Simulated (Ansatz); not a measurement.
The input, for Ansatz 0.2.0:

```yaml
crystal:
  periodic: [false, false, false]
  atoms:
    - {symbol: Si, position_ang: [0.000000, 0.091789, -0.064810]}
    - {symbol: H, position_ang: [0.000000, -1.946376, -1.238603]}
    - {symbol: H, position_ang: [0.439321, -0.305623, 1.522244]}
    - {symbol: H, position_ang: [-0.439321, -0.305623, 1.522244]}
basis:
  gaussian: {orbitals: cc-pVDZ}
total_charge: 1
magnetization: {spin_polarized: true, initial_magnetization: 2}
hamiltonian: {xc: {name: PBE}}
correlation: {method: rpa, electrons: outside_noble_gas}
```

```sh
$ ansatz run in.yaml --threads 1 --pin off --events-out ev --progress --plain --max-ram 2393MiB
```

Task: Roughly how long does this take on 1 thread of AMD EPYC 7R43, shared host, and how much host memory?

Result: 0.54 s wall and 0.14 GiB.

```
315 factors; integrals over basis functions are off by at most 1.3e-3 eV
mean field evaluation 1: about -7906.4468 eV, gradient 1.2e1 eV
mean field evaluation 2: about -7906.4457 eV, gradient 1.2e1 eV
mean field evaluation 4: about -7907.8900 eV, gradient 3.4e0 eV
mean field evaluation 8: about -7908.0761 eV, gradient 1.2e-1 eV
mean field evaluation 16: about -7908.0763 eV, gradient 8.4e-6 eV
mean field -7908.07634198 eV, -290.6164452809 hartree, gradient 8.5e-6 eV, S^2 2.019305; 0 other end points of the search recorded, 0 dependent functions left out
5 core orbitals not correlated: weight in the atoms' cores, before any rotation towards them, 1.000 or more for the frozen orbitals, at most 0.000 for the correlated occupied ones
reference -7896.11407503 eV, -290.1768400791 hartree; 4, 2 occupied and 24, 26 virtual orbitals, 315 factors
Total energy: -7901.39081133 eV, -290.3707565613 hartree
```
